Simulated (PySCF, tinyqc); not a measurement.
Inside a calculation. Method: RHF in the sto-3g basis, for H2O, spin multiplicity 1. The lowest restricted solution is unstable here: a spin-polarised one lies 0.0013 hartree lower (PySCF). One step of it, computed by the program tinyqc.

Question. Iteration 2: building the Fock matrix. J_ij = sum D_kl (ij|kl), K_ij = sum D_kl (ik|jl); F = H + J - 0.5 K; E = tr D H + tr D J / 2 - 0.25 tr D K + E_nn.

D after iteration 1, lower triangle:
```
            1O 1s      1O 2s    1O 2px     1O 2py    1O 2pz     2H 1s     3H 1s
1O 1s    2.124766
1O 2s   -0.542880   2.399838
1O 2px   0.000000   0.000000  2.000000
1O 2py   0.000000   0.000000  0.000000   0.317792
1O 2pz   0.049498  -0.283081  0.000000   0.000000  0.297546
2H 1s    0.068215  -0.463790  0.000000   0.470105  0.477081  1.460501
3H 1s    0.068215  -0.463790  0.000000  -0.470105  0.477081  0.069660  1.460501
```

core Hamiltonian H = T + V (hartree), lower triangle:
```
             1O 1s      1O 2s     1O 2px     1O 2py     1O 2pz      2H 1s      3H 1s
1O 1s   -32.442470
1O 2s    -7.546895  -9.069838
1O 2px    0.000000   0.000000  -7.235972
1O 2py    0.000000   0.000000   0.000000  -7.319596
1O 2pz   -0.009671  -0.120757   0.000000   0.000000  -7.273489
2H 1s    -0.811157  -2.080097   0.000000  -1.341370  -0.921926  -3.990759
3H 1s    -0.811157  -2.080097   0.000000   1.341370  -0.921926  -0.535106  -3.990759
```

Two-electron integrals (ij|kl) in chemists' order, unique and non-zero (hartree):
```
(11|11) 4.785065    (21|11) 0.741380    (21|21) 0.136873    (22|11) 1.118947
(22|21) 0.256633    (22|22) 0.817206    (31|31) 0.024477    (32|31) 0.037809
(32|32) 0.180518    (33|11) 1.115814    (33|21) 0.256684    (33|22) 0.817023
(33|33) 0.880159    (41|41) 0.024477    (42|41) 0.037809    (42|42) 0.180518
(43|43) 0.047444    (44|11) 1.115814    (44|21) 0.256684    (44|22) 0.817023
(44|33) 0.785270    (44|44) 0.880159    (51|51) 0.024477    (52|51) 0.037809
(52|52) 0.180518    (53|53) 0.047444    (54|54) 0.047444    (55|11) 1.115814
(55|21) 0.256684    (55|22) 0.817023    (55|33) 0.785270    (55|44) 0.785270
(55|55) 0.880159    (61|11) 0.079798    (61|21) 0.014626    (61|22) 0.027312
(61|33) 0.027261    (61|41) 0.000536    (61|42) 0.001017    (61|44) 0.027370
(61|51) 0.000359    (61|52) 0.000681    (61|54) 0.000073    (61|55) 0.027310
(61|61) 0.001582    (62|11) 0.224209    (62|21) 0.052201    (62|22) 0.187924
(62|33) 0.184553    (62|41) 0.003228    (62|42) 0.026329    (62|44) 0.191402
(62|51) 0.002162    (62|52) 0.017635    (62|54) 0.004587    (62|55) 0.187626
(62|61) 0.005697    (62|62) 0.056884    (63|31) 0.005080    (63|32) 0.030938
(63|43) 0.005246    (63|53) 0.003514    (63|63) 0.007504    (64|11) 0.145044
(64|21) 0.034169    (64|22) 0.131408    (64|33) 0.125695    (64|41) 0.006901
(64|42) 0.048008    (64|44) 0.140670    (64|51) 0.001220    (64|52) 0.011433
(64|54) 0.006517    (64|55) 0.127707    (64|61) 0.003865    (64|62) 0.048435
(64|64) 0.048312    (65|11) 0.097151    (65|21) 0.022886    (65|22) 0.088018
(65|33) 0.084191    (65|41) 0.001220    (65|42) 0.011433    (65|44) 0.087194
(65|51) 0.005897    (65|52) 0.038597    (65|54) 0.007257    (65|55) 0.092565
(65|61) 0.002589    (65|62) 0.032442    (65|64) 0.027333    (65|65) 0.025812
(66|11) 0.409255    (66|21) 0.096774    (66|22) 0.401708    (66|33) 0.387265
(66|41) 0.006715    (66|42) 0.077850    (66|44) 0.416873    (66|51) 0.004498
(66|52) 0.052144    (66|54) 0.019831    (66|55) 0.400548    (66|61) 0.010609
(66|62) 0.164130    (66|64) 0.159837    (66|65) 0.107059    (66|66) 0.774606
(71|11) 0.079798    (71|21) 0.014626    (71|22) 0.027312    (71|33) 0.027261
(71|41) -0.000536   (71|42) -0.001017   (71|44) 0.027370    (71|51) 0.000359
(71|52) 0.000681    (71|54) -0.000073   (71|55) 0.027310    (71|61) 0.001557
(71|62) 0.005506    (71|64) 0.003470    (71|65) 0.002506    (71|66) 0.010196
(71|71) 0.001582    (72|11) 0.224209    (72|21) 0.052201    (72|22) 0.187924
(72|33) 0.184553    (72|41) -0.003228   (72|42) -0.026329   (72|44) 0.191402
(72|51) 0.002162    (72|52) 0.017635    (72|54) -0.004587   (72|55) 0.187626
(72|61) 0.005506    (72|62) 0.043270    (72|64) 0.026038    (72|65) 0.023896
(72|66) 0.097827    (72|71) 0.005697    (72|72) 0.056884    (73|31) 0.005080
(73|32) 0.030938    (73|43) -0.005246   (73|53) 0.003514    (73|63) 0.005439
(73|73) 0.007504    (74|11) -0.145044   (74|21) -0.034169   (74|22) -0.131408
(74|33) -0.125695   (74|41) 0.006901    (74|42) 0.048008    (74|44) -0.140670
(74|51) -0.001220   (74|52) -0.011433   (74|54) 0.006517    (74|55) -0.127707
(74|61) -0.003470   (74|62) -0.026038   (74|64) -0.010710   (74|65) -0.014155
(74|66) -0.055976   (74|71) -0.003865   (74|72) -0.048435   (74|74) 0.048312
(75|11) 0.097151    (75|21) 0.022886    (75|22) 0.088018    (75|33) 0.084191
(75|41) -0.001220   (75|42) -0.011433   (75|44) 0.087194    (75|51) 0.005897
(75|52) 0.038597    (75|54) -0.007257   (75|55) 0.092565    (75|61) 0.002506
(75|62) 0.023896    (75|64) 0.014155    (75|65) 0.018441    (75|66) 0.058394
(75|71) 0.002589    (75|72) 0.032442    (75|74) -0.027333   (75|75) 0.025812
(76|11) 0.052644    (76|21) 0.012371    (76|22) 0.048455    (76|33) 0.047389
(76|44) 0.048422    (76|51) 0.000804    (76|52) 0.007888    (76|55) 0.049501
(76|61) 0.001333    (76|62) 0.014393    (76|64) 0.010789    (76|65) 0.009282
(76|66) 0.043795    (76|71) 0.001333    (76|72) 0.014393    (76|74) -0.010789
(76|75) 0.009282    (76|76) 0.004719    (77|11) 0.409255    (77|21) 0.096774
(77|22) 0.401708    (77|33) 0.387265    (77|41) -0.006715   (77|42) -0.077850
(77|44) 0.416873    (77|51) 0.004498    (77|52) 0.052144    (77|54) -0.019831
(77|55) 0.400548    (77|61) 0.010196    (77|62) 0.097827    (77|64) 0.055976
(77|65) 0.058394    (77|66) 0.248385    (77|71) 0.010609    (77|72) 0.164130
(77|74) -0.159837   (77|75) 0.107059    (77|76) 0.043795    (77|77) 0.774606
```

nuclear repulsion = 6.86662635 hartree

Give: Coulomb J; exchange K; Fock matrix F; total energy of this density.

Answer.

Coulomb J (hartree), lower triangle:
```
          1O 1s   1O 2s  1O 2px   1O 2py  1O 2pz   2H 1s   3H 1s
1O 1s   16.2324
1O 2s    3.0133  7.4508
1O 2px   0.0000  0.0000  7.4963
1O 2py   0.0000  0.0000  0.0000   7.4445
1O 2pz   0.0039  0.1176  0.0000   0.0000  7.3879
2H 1s    0.3226  1.7637  0.0000   1.2579  0.8678  4.3465
3H 1s    0.3226  1.7637  0.0000  -1.2579  0.8678  0.4755  4.3465
```

exchange K (hartree), lower triangle:
```
         1O 1s    1O 2s  1O 2px   1O 2py  1O 2pz   2H 1s   3H 1s
1O 1s   9.7558
1O 2s   1.5912   2.3664
1O 2px  0.0000   0.0000  2.2169
1O 2py  0.0000   0.0000  0.0000   1.1623
1O 2pz  0.0053  -0.0334  0.0000   0.0000  1.0143
2H 1s   0.1795   0.6229  0.0000   0.5001  0.3885  1.3851
3H 1s   0.1795   0.6229  0.0000  -0.5001  0.3885  0.1660  1.3851
```

Fock matrix F (hartree), lower triangle:
```
           1O 1s    1O 2s   1O 2px   1O 2py   1O 2pz    2H 1s    3H 1s
1O 1s   -21.0879
1O 2s    -5.3292  -2.8022
1O 2px    0.0000   0.0000  -0.8481
1O 2py    0.0000   0.0000   0.0000  -0.4562
1O 2pz   -0.0084   0.0135   0.0000   0.0000  -0.3927
2H 1s    -0.5783  -0.6279   0.0000  -0.3336  -0.2484  -0.3369
3H 1s    -0.5783  -0.6279   0.0000   0.3336  -0.2484  -0.1426  -0.3369
```

total energy of this density = -74.426106 hartree
